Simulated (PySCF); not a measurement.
**B₂NH₅: geometry, NMR shifts, spin-spin couplings, electronic excitations and core binding energies**

What NMR shifts, spin-spin couplings, electronic excitations and core binding energies should B₂NH₅ (`BNB`) show?

The runs use PySCF 2.14.0, with density-fitted response routines of our own; the level of theory stands in each step. All values are computed, except where a source is named. Atoms count from 0, in the outputs and in this text.

**1. The starting structure**

8 atoms, charge 0, multiplicity 1; geometry from: GFN2-xTB. The atoms were then displaced at random by about 0.03 Å, so the start is not that level's minimum.

Bonds of the start (Å): B0–N1 1.46, N1–B2 1.45, B0–H3 1.15, B0–H4 1.23, N1–H5 0.98, B2–H6 1.17, B2–H7 1.07.

**2. Geometry optimisation at PBE0-D3(BJ)/def2-SVP**

What the job is given:

```
{"job": {"xc": "PBE0", "basis": "def2-SVP", "d3": "d3bj", "grid": 1, "shake": 0.03, "kind": "geom"}, "charge": 0, "multiplicity": 1}
B      1.332740     0.031380     0.140370
N     -0.045070    -0.450520     0.127890
B     -1.306580     0.189940    -0.208470
H      2.282250    -0.566320     0.404110
H      1.406250     1.209540    -0.198580
H     -0.107050    -1.396620     0.393310
H     -1.208440     1.315410    -0.499580
H     -2.197750    -0.399640    -0.136410
```

Started as:

```
$ OMP_NUM_THREADS=1 python probes_run.py task.json out
```

One launch serves the whole session: the jobs run in the order shown.

Output:

```text
step   0  E = -107.26056889  max force = 0.103435
step   1  E = -107.27744934  max force = 0.020137
step   2  E = -107.27917632  max force = 0.018392
step   3  E = -107.28018655  max force = 0.001612
step   4  E = -107.28019903  max force = 0.000847
step   5  E = -107.28021039  max force = 0.000229
optimisation converged
```

Wall time 5.6 s (1 thread of Intel Xeon Platinum 8488C, shared host); peak memory 0.29 GiB.

Along the way:

```
step  energy from step 0 (eV)  largest force component (eV/Å)
   0                   0.0000                          5.3188
   1                  -0.4593                          1.0355
   2                  -0.5063                          0.9458
   3                  -0.5338                          0.0829
   4                  -0.5342                          0.0436
   5                  -0.5345                          0.0118
```

Close pairs (by a distance rule), those that changed most:

```
 bond  before (Å)  after (Å)  change (Å)
B2–H7       1.071      1.209      +0.138
B0–H3       1.153      1.209      +0.056
B0–N1       1.460      1.419      -0.040
B2–H6       1.167      1.206      +0.040
N1–B2       1.454      1.420      -0.035
N1–H5       0.985      1.016      +0.031
B0–H4       1.228      1.206      -0.022
```

The final coordinates are the input of the step that follows.

```
                         at the end point                  value
  point group (found at 0.08 Å tolerance)                    C2v
rotational constants (GHz, main isotopes)  49.805, 10.287, 8.526
                        dipole moment (D)                   1.36
```

**3. Shielding tensors: PBE0/pcSseg-1**

What the job is given:

```
{"job": {"kind": "nmr", "xc": "PBE0", "basis": "pcSseg-1"}, "charge": 0, "multiplicity": 1}
B      1.286393     0.090894     0.112982
N     -0.014379    -0.476886     0.134099
B     -1.225638     0.189193    -0.189259
H      2.236317    -0.595049     0.410735
H      1.411385     1.248341    -0.203395
H     -0.085405    -1.453547     0.404532
H     -1.183740     1.350015    -0.514898
H     -2.268582    -0.419790    -0.132155
```

Level: GIAO PBE0/pcSseg-1 NMR shielding, non-relativistic, gas phase.

Output:

```text
coarse grid: 6336 points
cycle   1  E = -107.3105979537  dE = -2.782e-03  |g| = 2.716e-01  |ddm| = 2.179e+00
cycle   2  E = -107.3055206574  dE =  5.077e-03  |g| = 3.349e-01  |ddm| = 4.030e-01
cycle   3  E = -107.3290648737  dE = -2.354e-02  |g| = 4.753e-02  |ddm| = 2.128e-01
cycle   4  E = -107.3295974351  dE = -5.326e-04  |g| = 9.975e-03  |ddm| = 4.142e-02
cycle   5  E = -107.3296243889  dE = -2.695e-05  |g| = 1.174e-03  |ddm| = 9.509e-03
cycle   6  E = -107.3296248677  dE = -4.788e-07  |g| = 1.475e-04  |ddm| = 1.922e-03
final grid: 60272 points
cycle   7  E = -107.3432290931  dE = -1.635e-05  |g| = 6.022e-03  |ddm| = 1.264e-02
cycle   8  E = -107.3432214469  dE =  7.646e-06  |g| = 8.672e-03  |ddm| = 9.047e-03
cycle   9  E = -107.3432374150  dE = -1.597e-05  |g| = 5.851e-04  |ddm| = 4.961e-03
cycle  10  E = -107.3432375142  dE = -9.920e-08  |g| = 6.210e-05  |ddm| = 5.366e-04
cycle  11  E = -107.3432375151  dE = -9.122e-10  |g| = 1.229e-05  |ddm| = 5.856e-05
converged SCF energy = -107.3432375151

GIAO shielding tensors (ppm)
atom      isotropic    diamagn.    paramagn.     s11        s22        s33       span
  0 B       47.279     195.558    -148.278      2.795     26.407    112.636    109.841
  1 N       68.030     320.711    -252.682   -104.344     63.479    244.954    349.297
  2 B       47.256     195.605    -148.349      2.751     26.391    112.625    109.874
  3 H       25.651      29.083      -3.432     23.970     26.294     26.690      2.719
  4 H       25.664      29.979      -4.315     23.733     26.413     26.846      3.112
  5 H       23.614      30.975      -7.361     21.379     24.729     24.734      3.355
  6 H       25.662      30.004      -4.342     23.729     26.415     26.842      3.113
  7 H       25.650      29.124      -3.473     23.969     26.291     26.691      2.721
```

Wall time 2.9 s (1 thread of Intel Xeon Platinum 8488C, shared host); peak memory 0.35 GiB.

Shifts follow as δ = σ(reference) − σ, with reference shieldings (ppm) from runs at the same level and on the same kind of geometry: ¹H TMS 31.27, ¹⁵N NH3 265.7, ¹¹B BF3·OEt2 100.7. The references are single molecules in the gas phase, so shifts against H2O, NH3, PH3, H3PO4 or CFCl3 are not on the usual liquid scales and can be off by tens of ppm. Atoms listed in one row are averaged.

```
         atoms                           environment  σ (ppm)  δ (ppm)
            H5  hydrogen on a nitrogen bonded to 2 B    23.61     7.65
H3, H4, H6, H7       hydrogen on a boron bonded to N    25.66     5.61
        B0, B2                boron bonded to N, 2 H     47.3     53.5
            N1             nitrogen bonded to 2 B, H     68.0    197.6
```

Charges from the same density, by scheme (e):

```
 atoms  Mulliken    IAO  Hirshfeld  ESP fit
B0, B2      0.17   0.06       0.15     0.25
    N1     -0.50  -0.42      -0.20    -0.34
```

Mayer bond orders: B0–N1 1.22, N1–B2 1.22.

**4. J couplings: B3LYP/pcJ-1**

Settings changed since step 3:

```diff
@@ -1,2 +1,2 @@
-{"job": {"kind": "nmr", "xc": "PBE0", "basis": "pcSseg-1"}, "charge": 0, "multiplicity": 1}
+{"job": {"kind": "j", "xc": "B3LYP", "basis": "pcJ-1"}, "charge": 0, "multiplicity": 1}
 B      1.286393     0.090894     0.112982
```

With the program's defaults for keys left out, this is: B3LYP/pcJ-1 indirect spin-spin coupling, non-relativistic, gas phase.

Output:

```text
coarse grid: 6336 points
cycle   1  E = -107.4806475393  dE = -3.517e-02  |g| = 3.290e-01  |ddm| = 2.048e+00
cycle   2  E = -107.4634035370  dE =  1.724e-02  |g| = 4.488e-01  |ddm| = 4.698e-01
cycle   3  E = -107.5053152440  dE = -4.191e-02  |g| = 6.037e-02  |ddm| = 2.728e-01
cycle   4  E = -107.5061531405  dE = -8.379e-04  |g| = 1.476e-02  |ddm| = 5.287e-02
cycle   5  E = -107.5062113944  dE = -5.825e-05  |g| = 1.571e-03  |ddm| = 1.298e-02
cycle   6  E = -107.5062121671  dE = -7.727e-07  |g| = 2.255e-04  |ddm| = 2.243e-03
final grid: 60272 points
cycle   7  E = -107.5248225505  dE = -4.163e-05  |g| = 5.537e-03  |ddm| = 9.110e-03
cycle   8  E = -107.5248126350  dE =  9.915e-06  |g| = 8.874e-03  |ddm| = 7.156e-03
cycle   9  E = -107.5248285522  dE = -1.592e-05  |g| = 2.500e-04  |ddm| = 4.532e-03
cycle  10  E = -107.5248285650  dE = -1.271e-08  |g| = 1.018e-04  |ddm| = 2.577e-04
cycle  11  E = -107.5248285681  dE = -3.150e-09  |g| = 9.468e-06  |ddm| = 9.950e-05
cycle  12  E = -107.5248285681  dE = -1.927e-11  |g| = 3.066e-06  |ddm| = 8.965e-06
converged SCF energy = -107.5248285681

Indirect spin-spin couplings (Hz)
  i      j    bonds     total        FC       PSO       DSO        SD
  0 B    1 N    1    -22.070   -24.823     2.978    -0.052    -0.173
  0 B    2 B    2      1.444     1.195     0.265    -0.183     0.167
  0 B    3 H    1    141.672   141.897    -1.100     0.452     0.423
  0 B    4 H    1    150.321   150.537    -1.146     0.477     0.453
  0 B    5 H    2     -2.433    -1.115    -0.285    -0.947    -0.085
  0 B    6 H    3      6.131     6.252     0.029    -0.145    -0.005
  0 B    7 H    3      7.938     8.021     0.558    -0.619    -0.022
  1 N    2 B    1    -22.062   -24.815     2.978    -0.052    -0.173
  1 N    3 H    2     -2.123    -2.576     0.357     0.113    -0.017
  1 N    4 H    2     -4.395    -4.931     0.430     0.105     0.002
  1 N    5 H    1    -76.284   -73.286    -2.476    -0.248    -0.273
  1 N    6 H    2     -4.391    -4.927     0.429     0.105     0.002
  1 N    7 H    2     -2.125    -2.578     0.357     0.113    -0.017
  2 B    3 H    3      7.938     8.022     0.558    -0.619    -0.022
  2 B    4 H    3      6.137     6.258     0.028    -0.145    -0.005
  2 B    5 H    2     -2.440    -1.122    -0.287    -0.946    -0.085
  2 B    6 H    1    150.405   150.622    -1.147     0.476     0.454
  2 B    7 H    1    141.627   141.851    -1.099     0.452     0.423
  3 H    4 H    2     12.606    12.591     1.996    -2.092     0.111
  3 H    5 H    3      7.831     8.061     0.192    -0.516     0.094
  3 H    7 H    4      1.383     1.496     1.222    -1.335     0.001
  4 H    5 H    3     13.415    13.780     2.807    -3.167    -0.006
  4 H    6 H    4      0.304     0.312    -0.722     0.700     0.014
  5 H    6 H    3     13.392    13.757     2.806    -3.165    -0.005
  5 H    7 H    3      7.829     8.059     0.189    -0.513     0.094
  6 H    7 H    2     12.607    12.592     1.995    -2.091     0.111
```

It took 5.7 s on 1 thread of Intel Xeon Platinum 8488C, shared host; peak memory 0.47 GiB.

A choice of the couplings up to four bonds, sorted by the number of bonds, with means over like pairs; isotopes 11B, 1H, 15N:

```
 pair  bonds  J (Hz)  Fermi contact (Hz)
B0–H3      1   146.0               146.2
N1–H5      1   -76.3               -73.3
B0–N1      1   -22.1               -24.8
H3–H4      2    12.6                12.6
N1–H3      2    -3.3                -3.8
B0–H5      2    -2.4                -1.1
B0–B2      2     1.4                 1.2
H3–H5      3    10.6                10.9
B0–H6      3     7.0                 7.1
```

Quadrupole couplings from the field gradients of the same density:

```
atom  isotope  eQq/h (MHz)     η
  B2      11B        4.672  0.17
  B0      11B        4.672  0.16
  N1      14N        1.389  0.54
```

Shifts (PBE0/pcSseg-1, unscaled) and these couplings together give the proton spectrum at 400 MHz below. Couplings to quadrupolar nuclei are left out.

¹H NMR δ 7.65 (br s, 1H), 5.61 (br, 4H).

**5. Excited states and response: B3LYP/def2-SVPD**

Settings changed since step 4:

```diff
@@ -1,2 +1,2 @@
-{"job": {"kind": "j", "xc": "B3LYP", "basis": "pcJ-1"}, "charge": 0, "multiplicity": 1}
+{"job": {"kind": "uv", "xc": "B3LYP", "basis": "def2-SVPD", "ip": true}, "charge": 0, "multiplicity": 1}
 B      1.286393     0.090894     0.112982
```

Level: TDDFT B3LYP/def2-SVPD, vertical, gas phase, core orbitals frozen in the response.

Output:

```text
coarse grid: 6336 points
cycle   1  E = -107.4004125881  dE = -3.367e-02  |g| = 3.146e-01  |ddm| = 4.050e+00
cycle   2  E = -107.3828895913  dE =  1.752e-02  |g| = 4.342e-01  |ddm| = 1.059e+00
cycle   3  E = -107.4244563058  dE = -4.157e-02  |g| = 5.383e-02  |ddm| = 3.686e-01
cycle   4  E = -107.4251885229  dE = -7.322e-04  |g| = 1.191e-02  |ddm| = 9.826e-02
cycle   5  E = -107.4252303937  dE = -4.187e-05  |g| = 1.540e-03  |ddm| = 2.605e-02
cycle   6  E = -107.4252312125  dE = -8.188e-07  |g| = 1.210e-04  |ddm| = 3.790e-03
final grid: 60272 points
cycle   7  E = -107.4429014422  dE = -1.538e-05  |g| = 4.568e-03  |ddm| = 4.468e-02
cycle   8  E = -107.4428937683  dE =  7.674e-06  |g| = 7.531e-03  |ddm| = 8.975e-03
cycle   9  E = -107.4429060876  dE = -1.232e-05  |g| = 1.277e-04  |ddm| = 5.523e-03
cycle  10  E = -107.4429060924  dE = -4.857e-09  |g| = 5.191e-05  |ddm| = 5.093e-04
cycle  11  E = -107.4429060933  dE = -8.541e-10  |g| = 8.656e-06  |ddm| = 1.107e-04
converged SCF energy = -107.4429060933

Static polarisability (au): isotropic 39.408, principal 28.983 39.368 49.873

Singlet excitations
state   eV       nm        f      main configurations
  1   6.0163    206.1   0.00150   H->L 0.98
  2   6.2408    198.7   0.00000   H-1->L 0.97
  3   7.1930    172.4   0.29489   H-2->L 0.97
  4   7.8325    158.3   0.00003   H->L+1 0.95
  5   7.8343    158.3   0.03167   H-3->L 0.91
  6   8.1242    152.6   0.00000   H-1->L+1 0.91
  7   8.3654    148.2   0.04672   H->L+2 0.99
  8   8.5768    144.6   0.00648   H-1->L+2 0.96
  9   8.6679    143.0   0.05219   H-2->L+2 0.97
 10   9.1187    136.0   0.00000   H-4->L 0.95

Triplet excitations (Tamm-Dancoff, eV): 5.4981 5.7546 5.9560 7.1642
Vertical ionisation energy (delta-SCF) = 11.5252 eV
Vertical electron affinity (delta-SCF) = -0.4159 eV
```

Run time: 17 s. Hardware: 1 thread of Intel Xeon Platinum 8488C, shared host; peak memory 0.47 GiB.

Frontier orbitals and where they lie:

```
orbital      eV                      atoms
 HOMO−3  -10.78  B0 22 %, B2 22 %, N1 20 %
 HOMO−2   -9.49  N1 62 %, B0 14 %, B2 14 %
 HOMO−1   -9.22  B2 20 %, B0 20 %, N1 14 %
   HOMO   -8.98  B0 24 %, B2 24 %, H3 14 %
   LUMO   -1.61  B2 32 %, B0 32 %, N1 16 %
 LUMO+1    0.11  B0 25 %, B2 24 %, N1 22 %
 LUMO+2    0.31  B2 30 %, B0 30 %, H5 20 %
```

With each of the 10 states as a Gaussian band of 0.4 eV half-width at 1/e, the curve within the window shown has maxima at 173 nm (ε 12,000), 146 nm (ε 3,800) L/(mol cm). Beyond the last state computed it falls off for lack of states. The curve at chosen wavelengths:

| nm | ε (L/mol/cm) |
| --- | --- |
| 132 | 67 |
| 136 | 602 |
| 140 | 2112 |
| 144 | 3592 |
| 148 | 3612 |
| 151 | 2948 |
| 155 | 2287 |
| 159 | 2655 |
| 163 | 4787 |
| 167 | 8640 |
| 171 | 11721 |
| 175 | 11350 |
| 179 | 8027 |
| 182 | 5148 |
| 186 | 2293 |
| 190 | 829 |
| 194 | 265 |
| 198 | 101 |
| 202 | 68 |
| 206 | 63 |
| 210 | 57 |
| 213 | 49 |
| 217 | 36 |
| 221 | 23 |
| 225 | 13 |
| 229 | 7 |

Ground-state properties from the same run:

```
           property  computed
  dipole moment (D)      1.25
polarisability (Å³)      5.84
 HOMO–LUMO gap (eV)      7.37
      −ε(HOMO) (eV)      8.98
```

**6. Shielding tensors: CAM-B3LYP/pcSseg-2**

Settings changed since step 5:

```diff
@@ -1,2 +1,2 @@
-{"job": {"kind": "uv", "xc": "B3LYP", "basis": "def2-SVPD", "ip": true}, "charge": 0, "multiplicity": 1}
+{"job": {"kind": "nmr", "xc": "CAM-B3LYP", "basis": "pcSseg-2", "pop": false}, "charge": 0, "multiplicity": 1}
 B      1.286393     0.090894     0.112982
```

With the program's defaults for keys left out, this is: GIAO CAM-B3LYP/pcSseg-2 NMR shielding, non-relativistic, gas phase.

Output:

```text
coarse grid: 6336 points
cycle   1  E = -107.4505518692  dE =  3.759e-02  |g| = 3.050e-01  |ddm| = 1.667e+00
cycle   2  E = -107.4546777491  dE = -4.126e-03  |g| = 3.128e-01  |ddm| = 3.239e-01
cycle   3  E = -107.4736996100  dE = -1.902e-02  |g| = 3.812e-02  |ddm| = 1.344e-01
cycle   4  E = -107.4740615040  dE = -3.619e-04  |g| = 9.336e-03  |ddm| = 3.238e-02
cycle   5  E = -107.4740832902  dE = -2.179e-05  |g| = 1.168e-03  |ddm| = 8.161e-03
cycle   6  E = -107.4740837795  dE = -4.893e-07  |g| = 1.897e-04  |ddm| = 1.479e-03
final grid: 60272 points
cycle   7  E = -107.4837997522  dE = -3.242e-05  |g| = 3.781e-03  |ddm| = 1.629e-02
cycle   8  E = -107.4837985194  dE =  1.233e-06  |g| = 4.562e-03  |ddm| = 3.471e-03
cycle   9  E = -107.4838025255  dE = -4.006e-06  |g| = 1.109e-04  |ddm| = 1.752e-03
cycle  10  E = -107.4838025300  dE = -4.502e-09  |g| = 2.575e-05  |ddm| = 1.412e-04
cycle  11  E = -107.4838025302  dE = -2.352e-10  |g| = 8.090e-06  |ddm| = 3.206e-05
converged SCF energy = -107.4838025302

GIAO shielding tensors (ppm)
atom      isotropic    diamagn.    paramagn.     s11        s22        s33       span
  0 B       41.424     190.606    -149.182     -5.427     19.986    109.714    115.141
  1 N       66.266     317.817    -251.551   -110.494     61.637    247.656    358.151
  2 B       41.399     190.641    -149.241     -5.474     19.968    109.704    115.177
  3 H       25.781      29.261      -3.480     23.868     26.324     27.152      3.284
  4 H       25.786      29.621      -3.835     23.665     26.514     27.180      3.516
  5 H       23.835      31.851      -8.016     21.724     24.746     25.035      3.311
  6 H       25.784      29.641      -3.856     23.661     26.516     27.177      3.516
  7 H       25.780      29.297      -3.516     23.867     26.321     27.153      3.286
```

It took 9.7 s on 1 thread of Intel Xeon Platinum 8488C, shared host; peak memory 0.73 GiB.

In short: δ B0 56.5, N1 195.6, H5 7.50, H3 5.55 ppm (means over like atoms).

**7. X-ray photoelectron lines: SCAN, X2C**

Settings changed since step 6:

```diff
@@ -1,2 +1,2 @@
-{"job": {"kind": "nmr", "xc": "CAM-B3LYP", "basis": "pcSseg-2", "pop": false}, "charge": 0, "multiplicity": 1}
+{"job": {"kind": "xps"}, "charge": 0, "multiplicity": 1}
 B      1.286393     0.090894     0.112982
```

With the program's defaults for keys left out, this is: delta-SCF UKS SCAN, pcX-2 on the ionised atom, pcseg-1 elsewhere, spin-free X2C.

Output:

```text
ground state, core basis on atom 0 (B), 98 functions
  cycle   1  E = -107.44254590  |g| = 3.42e-01
  cycle   2  E = -107.41514244  |g| = 4.89e-01
  cycle   3  E = -107.47048517  |g| = 7.83e-02
  cycle   4  E = -107.47213610  |g| = 1.47e-02
  cycle   5  E = -107.47219293  |g| = 3.11e-03
  cycle   6  E = -107.47219515  |g| = 1.44e-03
  cycle   7  E = -107.47219552  |g| = 3.83e-04
  E(ground) = -107.47780168 Eh
hole in B 1s of atom 0
  cycle   1  E = -99.85314443  |g| = 1.15e+00
  cycle   2  E = -97.97428626  |g| = 1.80e+00
  cycle   3  E = -100.01030904  |g| = 5.82e-01
  cycle   4  E = -100.23932582  |g| = 1.61e-01
  cycle   5  E = -100.23928635  |g| = 1.68e-01
  cycle   6  E = -100.25181286  |g| = 5.30e-02
  cycle   7  E = -100.25338835  |g| = 9.64e-03
  cycle   8  E = -100.25351665  |g| = 4.72e-03
  cycle   9  E = -100.25357404  |g| = 3.34e-03
  cycle  10  E = -100.25360547  |g| = 1.83e-03
  cycle  11  E = -100.25361676  |g| = 5.88e-04
  cycle  12  E = -100.25361800  |g| = 2.38e-04
  E(ion) = -100.25930523 Eh   <S^2> = 0.8183   hole on atom = 1.000   binding energy = 196.425 eV
ground state, core basis on atom 1 (N), 98 functions
  cycle   1  E = -107.49178896  |g| = 7.15e-02
  cycle   2  E = -107.49179437  |g| = 4.99e-03
  cycle   3  E = -107.49179031  |g| = 6.06e-03
  cycle   4  E = -107.49180117  |g| = 6.75e-04
  cycle   5  E = -107.49180189  |g| = 2.40e-04
  E(ground) = -107.49398028 Eh
hole in N 1s of atom 1
  cycle   1  E = -91.88896180  |g| = 1.86e+00
  cycle   2  E = -91.39626259  |g| = 1.99e+00
  cycle   3  E = -92.55353313  |g| = 3.37e-01
  cycle   4  E = -92.58765693  |g| = 4.57e-02
  cycle   5  E = -92.58835880  |g| = 1.06e-02
  cycle   6  E = -92.58841233  |g| = 3.78e-03
  cycle   7  E = -92.58842190  |g| = 1.18e-03
  cycle   8  E = -92.58842277  |g| = 2.90e-04
  E(ion) = -92.58888383 Eh   <S^2> = 0.7647   hole on atom = 1.000   binding energy = 405.588 eV
```

Run time: 6.2 s. Hardware: 1 thread of Intel Xeon Platinum 8488C, shared host; peak memory 0.41 GiB.

The holes in one table. −ε is the ground-state orbital energy:

```
     hole  stands for                environment  ΔSCF (eV)  −ε (eV)   ⟨S²⟩
B1s on B0      B0, B2     boron bonded to N, 2 H     196.43    180.4  0.818
N1s on N1          N1  nitrogen bonded to 2 B, H     405.59    386.4  0.765
```

Each hole run stands for the others of its class of like atoms.

**8. Run by run: NMR shifts**

Shifts (ppm), means over like atoms, with basis size and wall time:

```
               run    H5    H3    B0     N1  functions   time
     PBE0/pcSseg-1  7.65  5.61  53.5  197.6         76  2.9 s
CAM-B3LYP/pcSseg-2  7.50  5.55  56.5  195.6        178  9.7 s
```

**9. Results**

```
                                                                    quantity                                             value
                                                                 point group                                               C2v
                                        rotational constants (main isotopes)                            49.80, 10.29, 8.53 GHz
      ¹H shifts against TMS (PBE0/pcSseg-1, means over atoms taken as alike)                                    7.65, 5.61 ppm
¹¹B shifts against BF3·OEt2 (PBE0/pcSseg-1, means over atoms taken as alike)                                          53.5 ppm
                                      ¹⁵N shifts against NH3 (PBE0/pcSseg-1)                                         197.6 ppm
                                 largest coupling of the table (B3LYP/pcJ-1)                           ¹J(B,H) B0–H3, 146.0 Hz
                                            lowest singlet (B3LYP/def2-SVPD)                       6.02 eV (206 nm), f = 0.002
                                    brightest single state of those computed                       state 3, 7.19 eV, f = 0.295
                                                              lowest triplet                                           5.50 eV
                                           vertical ionisation energy (ΔSCF)                                          11.53 eV
                                           vertical electron affinity (ΔSCF)  -0.42 eV (unbound: the value hangs on the basis)
                                            B1s binding energies, SCAN/pcX-2                                      B0 196.43 eV
                                            N1s binding energies, SCAN/pcX-2                                      N1 405.59 eV
                                                    range of the shift of B0                                  53.5 to 56.5 ppm
```

What this shows: The start was shaken at random, so part of the energy gained undoes that. The optimisation took 5 steps and gained 0.534 eV; among the close pairs (by a distance rule), B2–H7 changed most, from 1.071 to 1.209 Å. At PBE0/pcSseg-1: Shielding is most anisotropic at N1 (span 349 ppm, paramagnetic term -253 ppm). Of the pairs tabulated at B3LYP/pcJ-1, B0–H3 (mean over like pairs) couples most strongly (146.0 Hz; Fermi contact 146.2 Hz). The lowest singlet, at 6.02 eV, is HOMO→LUMO 0.98 and is weak; of the 10 states computed, the strongest absorption comes from state 3 at 7.19 eV. The lowest triplet lies 0.52 eV below the lowest singlet (triplets in Tamm-Dancoff, singlets in full TDDFT). ΔSCF puts the ionisation energy at 11.53 eV, 2.54 eV above −ε(HOMO). In ppm, B0 (with its like atoms) moves most: its shift spreads over 3.0 ppm, from 53.5 (PBE0/pcSseg-1) to 56.5 (CAM-B3LYP/pcSseg-2).
